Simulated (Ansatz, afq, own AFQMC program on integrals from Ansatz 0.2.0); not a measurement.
Integrals from Ansatz 0.2.0, then the random walk in our own AFQMC program (afq).

```yaml
crystal:
  periodic: [false, false, false]
  atoms:
    - {symbol: B, position_ang: [0.000000, 0.000000, 1.153245]}
    - {symbol: N, position_ang: [0.000000, 0.000000, -0.080303]}
    - {symbol: H, position_ang: [0.000000, 0.000000, -1.072942]}
basis:
  gaussian: {orbitals: cc-pVTZ}
magnetization: {spin_polarized: true, initial_magnetization: 1}
correlation: {method: ccsd_t, electrons: outside_noble_gas, hamiltonian_folder: ham}
```

```sh
$ ansatz run in.yaml --threads 1 --pin off --events-out ev --progress --plain --max-ram 24576MiB --backend cuda --devices 0, --max-vram 18GiB
```

afq runs on the folder ham with

```
--method phaseless --trial hf --walkers 1400 --populations 20 --least-time 40 --time-step 0.005 --steps-per-block 20 --equilibration-blocks 112 --max-blocks 4000 --target-error 0.0009000 --factor-cut 1e-05 --start spin_pure --seed 5942 --taylor-order 6
```

Times are imaginary, in 1/Eh. The walk had a cap of 97 s. With eight or more populations the least sampling time is a fifth of least-time, and the error comes from their spread.

Output of the walk:

```
orbitals 72  electrons 5 4  factors 441 of 441
reference energy -79.67946304 Eh
CCSD correlation -0.27855068 Eh in 12 cycles, weight of the determinant in the CISD state 0.8900
energy of the start -79.682084 Eh
 block  time / (1/Eh)  mean weight  energy / Eh
     1     0.100  1.0016  -79.772128
     2     0.200  1.0026  -79.822009
     3     0.300  1.0019  -79.857358
     4     0.400  1.0020  -79.879927
     5     0.500  1.0017  -79.896703
     8     0.800  1.0003  -79.924087
    20     2.000  0.9999  -79.959389
    77     7.700  0.9997  -79.962968
   134    13.400  0.9999  -79.968896
   191    19.100  1.0009  -79.969085
   248    24.800  1.0000  -79.984424
   305    30.500  1.0002  -79.976222
   362    36.200  0.9994  -79.965088
   400    40.000  1.0007  -79.990586
   419    41.900  0.9995  -79.965750
   476    47.600  0.9996  -79.982985
   533    53.300  0.9998  -79.976995
   590    59.000  1.0002  -79.971719
   647    64.700  1.0003  -79.965757
   704    70.400  0.9993  -79.973370
   742    74.200  1.0003  -79.956008
   761    76.100  1.0009  -79.973590
error from the spread of 20 populations
energy -79.972364 +/- 0.000978 Eh
(rows thinned)
```

The run passed its tests (sampling time, drift between the halves within three errors, error under three times the target), which doesn't prove that it has relaxed, ending at its cap on processor time.

Against this walk (error 26.6 meV) on the same determinant: CCSD(T) 18.3 meV higher (within the noise), CCSDT(Q) 25.6 meV lower (within the noise), a separate phaseless walk with a CISD trial and standard settings 11.5 ± 27.1 meV higher (within the noise). The error is statistical and leaves out the bias of the constraint.

Cautions: constraint bias not in the error; error above the target (26.6 against 24.5 meV); unrestricted determinant slightly spin contaminated (⟨S²⟩ 0.84 against 0.75).

The walk took 98 s on 1 thread of a server CPU with a shared H100 80 GB, shared host (the card was shared). The log's last line is the phaseless energy.

CCSDT and higher add their correlation energy to the determinant of the CCSD(T) run, since their own runs factorise the integrals more tightly (a shift of under 2 meV). A walk keeps the symmetry of its determinant, which the program's search chose and which needn't be the lowest solution, so a lower state of the same spin and another symmetry isn't excluded.
